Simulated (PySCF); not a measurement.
**Atomic charges against the basis set**

Compound: C3H3NO.
Numbering: `[CH2:1]=[CH:2][N:3]=[C:4]=[O:5]` (hydrogens: H6, H7 on C1; H8 on C2)

Geometry (PBE0-D3(BJ)/def2-SVP, Å), atoms numbered from 1 in this order:
```
atom  x, y, z in Å
C1    -0.9152   -0.4020    0.8886
C2    -0.6389    0.3940   -0.1497
N3     0.5702    0.4683   -0.8017
C4     1.7033    0.0975   -0.9314
O5     2.8162   -0.1910   -1.1427
H6    -1.9110   -0.3824    1.3337
H7    -0.1710   -1.0802    1.3131
H8    -1.3981    1.0667   -0.5598
```

PBE0 throughout (PySCF), one geometry, spherical d and f functions. Isolated species at its PBE0-D3(BJ)/def2-SVP geometry (one conformer only). The first 7 of 8 kinds of atom are listed.

Mulliken charges (e):

```
        basis  functions      C1      C2      N3      C4      O5      H6      H7
       STO-3G         28  -0.175  +0.017  -0.269  +0.297  -0.161  +0.094  +0.090
        6-31G         51  -0.343  +0.085  -0.421  +0.471  -0.341  +0.175  +0.174
       6-31G*         76  -0.395  +0.031  -0.399  +0.557  -0.364  +0.186  +0.185
     def2-SVP         85  -0.094  +0.053  -0.176  +0.188  -0.158  +0.066  +0.061
6-311+G(2d,p)        153  -0.260  -0.060  -0.018  +0.297  -0.341  +0.133  +0.123
    def2-TZVP        173  -0.278  -0.030  -0.151  +0.267  -0.228  +0.140  +0.142
```

IAO charges (e):

```json
{"basis": "STO-3G", "functions": "28", "C1": "-0.285", "C2": "-0.069", "N3": "-0.207", "C4": "+0.298", "O5": "-0.173", "H6": "+0.145", "H7": "+0.140"}
{"basis": "6-31G", "functions": "51", "C1": "-0.339", "C2": "-0.040", "N3": "-0.254", "C4": "+0.466", "O5": "-0.336", "H6": "+0.169", "H7": "+0.160"}
{"basis": "6-31G*", "functions": "76", "C1": "-0.330", "C2": "-0.027", "N3": "-0.288", "C4": "+0.523", "O5": "-0.358", "H6": "+0.161", "H7": "+0.154"}
{"basis": "def2-SVP", "functions": "85", "C1": "-0.328", "C2": "-0.027", "N3": "-0.277", "C4": "+0.513", "O5": "-0.349", "H6": "+0.158", "H7": "+0.150"}
{"basis": "6-311+G(2d,p)", "functions": "153", "C1": "-0.346", "C2": "-0.030", "N3": "-0.289", "C4": "+0.533", "O5": "-0.367", "H6": "+0.168", "H7": "+0.161"}
{"basis": "def2-TZVP", "functions": "173", "C1": "-0.347", "C2": "-0.028", "N3": "-0.290", "C4": "+0.536", "O5": "-0.367", "H6": "+0.167", "H7": "+0.160"}
```

Hirshfeld charges (e):

```csv
basis,functions,C1,C2,N3,C4,O5,H6,H7
STO-3G,28,-0.071,+0.052,-0.170,+0.187,-0.104,+0.035,+0.033
6-31G,51,-0.105,+0.019,-0.132,+0.236,-0.191,+0.058,+0.052
6-31G*,76,-0.105,+0.015,-0.131,+0.240,-0.189,+0.056,+0.052
def2-SVP,85,-0.111,+0.012,-0.119,+0.246,-0.189,+0.055,+0.050
"6-311+G(2d,p)",153,-0.107,+0.011,-0.133,+0.247,-0.194,+0.056,+0.055
def2-TZVP,173,-0.111,+0.012,-0.130,+0.250,-0.194,+0.057,+0.054
```

Problem. Which scheme is steadiest as the basis changes?

Solution. Largest range over the bases for any column: Hirshfeld 0.09 e, IAO 0.24 e, Mulliken 0.40 e. Hirshfeld charges move least and Mulliken charges most, counted in e. Without the minimal STO-3G basis the ranges are Hirshfeld 0.01, IAO 0.07, Mulliken 0.40 e.

Problem. How much do the charges still move between the two largest bases, 6-311+G(2d,p) and def2-TZVP?

Solution. At most, over all atoms: Mulliken 0.133 e, IAO 0.002 e, Hirshfeld 0.004 e.

Problem. What do the same runs give for the total energy, the frontier levels and the dipole moment?

Solution. 
```tsv
basis	energy (Eh)	HOMO (eV)	LUMO (eV)	μ (D)
STO-3G	-242.5930	-4.86	2.32	1.37
6-31G	-245.7024	-7.14	-0.49	2.58
6-31G*	-245.7856	-7.05	-0.35	2.22
def2-SVP	-245.6133	-7.23	-0.58	2.15
6-311+G(2d,p)	-245.8640	-7.35	-0.87	2.29
def2-TZVP	-245.8877	-7.31	-0.78	2.24
```

The dipole is fixed by the density alone, so its range of 1.21 D shows that the density itself changes with the basis, not only its division among atoms.
